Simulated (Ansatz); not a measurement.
Program: Ansatz. Geometries: PBE0-D4/def2-TZVP. ΔE: electronic, gas phase. CCSD(T)/CBS is the MP2 limit (def2-TZVPP, def2-QZVPP) plus CCSD(T) − MP2 in def2-TZVPP, frozen cores. This one scheme is used for every species. Functionals use def2-TZVPP. One conformer a species, not always the lowest.

`[SiH3]CS` + `OCF` → `FCOCS` + SiH₄  (substitution at a C–Si bond)

```tsv
level	ΔE (kcal/mol)	difference from CCSD(T)/CBS
r2SCAN-D4	16.3	-1.1
BHLYP-D4	16.1	-1.3
ωB97X-V	15.3	-2.1
B2PLYP	15.9	-1.5
revPBE	16.3	-1.1
r2SCAN0	17.0	-0.4
HF/def2-SVP	12.5	-4.9
MP2/def2-TZVPP	17.8	0.4
CCSD/def2-TZVPP	16.3	-1.1
CCSD/CBS(def2)	17.5	0.1
CCSD(T)/CBS	17.4	0
```

Largest T1 diagnostic among the species: 0.012.

In def2-TZVPP, CCSD(T) changes the Hartree–Fock value by +1.7 kcal/mol (the triples alone add −0.1 kcal/mol) and MP2 by +3.3 kcal/mol. Leaving LDA and LC-ωPBE aside and taking each functional with its dispersion term where it has one, the values, not all of them listed here, spread over 2.6 kcal/mol, from CAM-B3LYP-D4 to PBE-QIDH. LDA lies −1.0 kcal/mol from PBE without D4.
